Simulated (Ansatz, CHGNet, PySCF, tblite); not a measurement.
## Rock-salt KCl, lattice constant a

Reference value: 6.248 Å (measured, low temperature, not corrected to a static lattice; as tabulated in Doll and Stoll (1997), arXiv:cond-mat/9707218).

Task: What do IPEA1-xTB, CHGNet-r²SCAN, PBE, r²SCAN, Hartree–Fock give, and how far is each from the reference?

Result: 
| level (code) | value (Å) | difference (%) |
|---|---|---|
| IPEA1-xTB (tblite) | 5.866 | -6.11 |
| CHGNet-r²SCAN (CHGNet) | 6.274 | +0.42 |
| PBE (Ansatz) | 6.382 | +2.14 |
| r²SCAN (Ansatz) | 6.293 | +0.72 |
| Hartree–Fock (PySCF) | 6.511 ± 0.02 | +4.21 |

Leaving aside IPEA1-xTB, which can be fitted to such values or carry a doubt: Of these levels CHGNet-r²SCAN (+0.42 %) comes nearest. Hartree–Fock (+4.21 %) misses by most. Of these only CHGNet-r²SCAN lands within 0.5 %. All 4 levels lie above the reference.

The measured value isn't corrected to a static lattice, so vibrations enter the comparison. A static lattice is as a rule a little smaller than the measured one.  A ± on a computed value is a rough bar: the spread of its extrapolation, a floor set from checks against published values, or a statistical error. IPEA1-xTB: this parameter set was refitted to ionisation energies, not structures. IPEA1-xTB: the run uses a supercell at the zone centre in place of a k mesh. Cutoffs differ between the levels. Ansatz's density-functional and Hartree–Fock values are scalar-relativistic unless marked +SOC, with PAW data made under PBE.

Machine-learned potentials (CHGNet-r²SCAN) are trained on DFT data, which may include these solids.

Differences are worked out from the printed values.

Ansatz is a program for electronic structure.
